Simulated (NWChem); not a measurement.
Program: NWChem. System: dimethyl sulfide (C2H6S), charge 0, spin multiplicity 1, at a geometry optimised with PBE0/def2-SVP. Level: G0W0@PBE0/def2-TZVPP, RI basis def2-tzvpp-rifit.

Input file:

```
start mol
memory heap 200 mb stack 700 mb global 1700 mb
geometry units angstroms nocenter noautoz
  C     -1.379091     0.000000     0.506946
  S      0.000000     0.000000    -0.654747
  C      1.379091     0.000000     0.506946
  H     -1.374213     0.899007     1.142935
  H     -2.302295     0.000000    -0.089572
  H     -1.374213    -0.899007     1.142935
  H      1.374213     0.899007     1.142935
  H      2.302295     0.000000    -0.089572
  H      1.374213    -0.899007     1.142935
  symmetry group C2v
end
basis spherical
  * library def2-tzvpp
end
basis "ri basis" bse spherical
  * library def2-tzvpp-rifit
end
dft
  xc pbe0
  iterations 100
  direct
  tolerances tight
end
task dft energy
gw
  method cdgw
  states alpha occ 4 vir 2
end
task dft gw
```

NWChem printed:

```
             Northwest Computational Chemistry Package (NWChem) 7.3.0
             --------------------------------------------------------

                                NWChem Input Module
                                -------------------

 Scaling coordinates for geometry "geometry" by  1.889725989
 (inverse scale =  0.529177249)

 Turning off AUTOSYM since
 SYMMETRY directive was detected!

                             Geometry "geometry" -> ""
                             -------------------------

 Output coordinates in angstroms (scale by  1.889725989 to convert to a.u.)

  No.       Tag          Charge          X              Y              Z
 ---- ---------------- ---------- -------------- -------------- --------------
    1 C                    6.0000    -1.37909100     0.00000000     0.50694600
    2 S                   16.0000     0.00000000     0.00000000    -0.65474700
    3 C                    6.0000     1.37909100     0.00000000     0.50694600
    4 H                    1.0000    -1.37421300     0.89900700     1.14293500
    5 H                    1.0000    -2.30229500     0.00000000    -0.08957200
    6 H                    1.0000    -1.37421300    -0.89900700     1.14293500
    7 H                    1.0000     1.37421300     0.89900700     1.14293500
    8 H                    1.0000     2.30229500     0.00000000    -0.08957200
    9 H                    1.0000     1.37421300    -0.89900700     1.14293500

 Effective nuclear repulsion energy (a.u.)     110.7294865103

            Nuclear Dipole moment (a.u.)
            ----------------------------
        X                 Y               Z
 ---------------- ---------------- ----------------
     0.0000000000     0.0000000000    -0.0000075589

      Symmetry information
      --------------------

 Group name             C2v
 Group number             16
 Group order               4
 No. of unique centers     4

      Symmetry unique atoms

     1    2    4    5


 Summary of "ao basis" -> "" (spherical)
 ------------------------------------------------------------------------------
       Tag                 Description            Shells   Functions and Types
 ---------------- ------------------------------  ------  ---------------------
 *                         def2-tzvpp                 on all atoms

 new library libraries.bse/

 Summary of "ri basis" -> "" (spherical)
 ------------------------------------------------------------------------------
       Tag                 Description            Shells   Functions and Types
 ---------------- ------------------------------  ------  ---------------------
 *                      def2-tzvpp-rifit              on all atoms

                                 NWChem DFT Module
                                 -----------------

 Summary of "ao basis" -> "ao basis" (spherical)
 ------------------------------------------------------------------------------
       Tag                 Description            Shells   Functions and Types
 ---------------- ------------------------------  ------  ---------------------
 C                         def2-tzvpp               11       31   5s3p2d1f
 S                         def2-tzvpp               14       42   5s5p3d1f
 H                         def2-tzvpp                6       14   3s2p1d

 Summary of "ao basis" -> "ao basis" (spherical)
 ------------------------------------------------------------------------------
       Tag                 Description            Shells   Functions and Types
[...]
   Bfn.  Coefficient  Atom+Function         Bfn.  Coefficient  Atom+Function
  ----- ------------  ---------------      ----- ------------  ---------------
    47      0.504434  2 S  py                50      0.401928  2 S  py
    44      0.232400  2 S  py                38     -0.189088  2 S  py
   107     -0.095809  4 H  s                135      0.095809  6 H  s
   149     -0.095809  7 H  s                177      0.095809  9 H  s
    41     -0.087010  2 S  py               106     -0.071789  4 H  s

 Vector   18  Occ=0.000000D+00  E= 3.645037D-02  Symmetry=b1
              MO Center=  1.8D-15, -9.1D-16, -1.4D-01, r^2= 5.6D+00
   Bfn.  Coefficient  Atom+Function         Bfn.  Coefficient  Atom+Function
  ----- ------------  ---------------      ----- ------------  ---------------
     5      2.322517  1 C  s                 78     -2.322517  3 C  s
    49      1.248781  2 S  px               107     -0.715662  4 H  s
   135     -0.715662  6 H  s                149      0.715662  7 H  s
   177      0.715662  9 H  s                121     -0.596700  5 H  s
   163      0.596700  8 H  s                 46      0.329320  2 S  px

 Vector   19  Occ=0.000000D+00  E= 4.833254D-02  Symmetry=a1
              MO Center=  1.7D-14, -5.1D-16,  1.0D+00, r^2= 7.2D+00
   Bfn.  Coefficient  Atom+Function         Bfn.  Coefficient  Atom+Function
  ----- ------------  ---------------      ----- ------------  ---------------
     5      2.409433  1 C  s                 78      2.409433  3 C  s
   107     -1.262309  4 H  s                135     -1.262309  6 H  s
   149     -1.262309  7 H  s                177     -1.262309  9 H  s
   121     -0.910205  5 H  s                163     -0.910205  8 H  s
    14      0.356128  1 C  pz                87      0.356128  3 C  pz

 Vector   20  Occ=0.000000D+00  E= 7.819728D-02  Symmetry=a1
              MO Center= -1.7D-14,  1.2D-15, -1.3D-01, r^2= 5.2D+00
   Bfn.  Coefficient  Atom+Function         Bfn.  Coefficient  Atom+Function
  ----- ------------  ---------------      ----- ------------  ---------------
    36      1.868602  2 S  s                 51      1.020719  2 S  pz
    12     -0.806288  1 C  px                85      0.806288  3 C  px
     5     -0.360682  1 C  s                 78     -0.360682  3 C  s
    14      0.349395  1 C  pz                87      0.349395  3 C  pz
   121     -0.338412  5 H  s                163     -0.338412  8 H  s

 center of mass
 --------------
 x =   0.00000000 y =   0.00000000 z =  -0.13223857

 moments of inertia (a.u.)
 ------------------
         100.385466897934           0.000000000000           0.000000000000
           0.000000000000         317.092965258256           0.000000000000
           0.000000000000           0.000000000000         239.977634945291

     Multipole analysis of the density
     ---------------------------------

     L   x y z        total         alpha         beta         nuclear
     -   - - -        -----         -----         ----         -------
     0   0 0 0     -0.000000    -17.000000    -17.000000     34.000000

     1   1 0 0     -0.000000     -0.000000     -0.000000      0.000000
     1   0 1 0      0.000000      0.000000      0.000000      0.000000
     1   0 0 1      0.615221      0.307614      0.307614     -0.000008

     2   2 0 0    -17.869069    -82.101489    -82.101489    146.333909
     2   1 1 0      0.000000      0.000000      0.000000      0.000000
     2   1 0 1      0.000000      0.000000      0.000000     -0.000000
     2   0 2 0    -21.239479    -16.392105    -16.392105     11.544731
     2   0 1 1     -0.000000     -0.000000     -0.000000      0.000000
     2   0 0 2    -21.044273    -37.634151    -37.634151     54.224030

 Task  times  cpu:       19.1s     wall:       19.1s

                                NWChem Input Module
                                -------------------

                                 NWChem GW Module
                                 ----------------

                             ***********************
                             ***        GW       ***
                             ***********************

 Summary of "ri basis" -> "ri basis" (spherical)
 ------------------------------------------------------------------------------
       Tag                 Description            Shells   Functions and Types
 ---------------- ------------------------------  ------  ---------------------
 C                      def2-tzvpp-rifit            22       76   8s6p4d3f1g
 S                      def2-tzvpp-rifit            33      123   11s8p7d5f2g
 H                      def2-tzvpp-rifit            10       30   4s3p2d1f

                 Memory Information
                 ------------------
          Available GA per process is          1699.7 MBs
          Available stack per process is        700.0 MBs
          Available heap per process is           0.0 MBs

          Peak memory in Initialization
              Peak GA per process is                 14.4 MBs
              Peak stack per process is               0.4 MBs
              Peak heap per process is               14.8 MBs
              Memory not in MA per process            0.0 MBs

          Peak memory in CDGW Calculation
              Peak GA per process is                 17.7 MBs
              Peak stack per process is               3.2 MBs
              Peak heap per process is                3.7 MBs
              Memory not in MA per process            0.0 MBs

          Computing 2-center integrals
          Computing Inverse Cholesky factor
          Computing 3-center integrals
          Computing Vxc

          Computing Sigma_x
          Computing W(iw) on the imaginary grid
          Solving quasiparticle equations

                  Alpha Orbitals
          State     Energy (eV)     Error (eV)
          -----------------------------------
@GW        14        -14.031           0.002
@GW        15        -12.512           0.002
@GW        16        -11.032           0.002
@GW        17         -8.435           0.002
@GW        18          2.971           0.005
@GW        19          2.952           0.003

     GW Timing Statistics
   ------------------------
   Init.   :          0.1s
     ERIs  :          2.6s
     Distr.:          0.0s
     Vxc   :          2.3s
   Vmo     :          0.0s
   iW      :          5.2s
   I_n     :          0.0s
   R_n     :          0.2s
   GW total:         10.5s

 Task  times  cpu:       10.5s     wall:       10.5s

 Total times  cpu:       29.7s     wall:       29.7s
```
